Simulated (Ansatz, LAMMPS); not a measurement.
Antiferromagnetic bcc Cr, bulk modulus B0

Reference value: 194 GPa (measured, corrected for temperature and zero-point phonon effects, our sources range from 174 to 205; as tabulated in Levämäki et al. (2014), arXiv:1402.3671).

```csv
level (code),value (GPa),cell (Å³/atom),error (%)
Lennard-Jones uff-vdw (LAMMPS),0.37,18.37,-100
PBE (Ansatz),183,11.77,-5.7
PBE-D3(BJ) (Ansatz),210,11.35,+8.2
PBE-D4 (Ansatz),206,11.43,+6.2
r²SCAN+rVV10 (Ansatz),113,12.77,-42
B3LYP (VWN-RPA form) (Ansatz),91.4,14.28,-53
HSE06 (Ansatz),89.2,14.27,-54
HSE06-D3(BJ) (Ansatz),113,13.41,-42
r²SCANh (Ansatz),107,13.79,-45
```

Leaving aside Lennard-Jones uff-vdw (doubt noted below): The levels aren't ranked against this reference (sources at odds).

Spin-polarised runs: PBE (opposed moments), PBE-D3(BJ) (opposed moments), PBE-D4 (opposed moments), r²SCAN+rVV10 (opposed moments), B3LYP (VWN-RPA form) (opposed moments), HSE06 (opposed moments), HSE06-D3(BJ) (opposed moments), r²SCANh (opposed moments). Lennard-Jones uff-vdw: this is a force field's van der Waals term alone, without bonds or charges. Lennard-Jones uff-vdw: pair potentials favour close packing, so symmetry can be all that holds this lattice. PBE, PBE-D3(BJ), PBE-D4, r²SCAN+rVV10, B3LYP (VWN-RPA form), HSE06, HSE06-D3(BJ), r²SCANh: the commensurate order stands in for chromium's spin-density wave, and the size of the moments varies much between levels. B3LYP (VWN-RPA form), HSE06, HSE06-D3(BJ), r²SCANh: the cell is over a tenth larger than the published one: the level's own overestimate first of all, though another phase or state, or a fault of the published cell, is possible. Each level is taken at its own relaxed cell. Cutoffs and k meshes differ between the levels. Ansatz's density-functional and Hartree–Fock values are scalar-relativistic unless marked +SOC, with PAW data made under PBE.

Differences are worked out from the printed values.

Ansatz is a first-principles code.
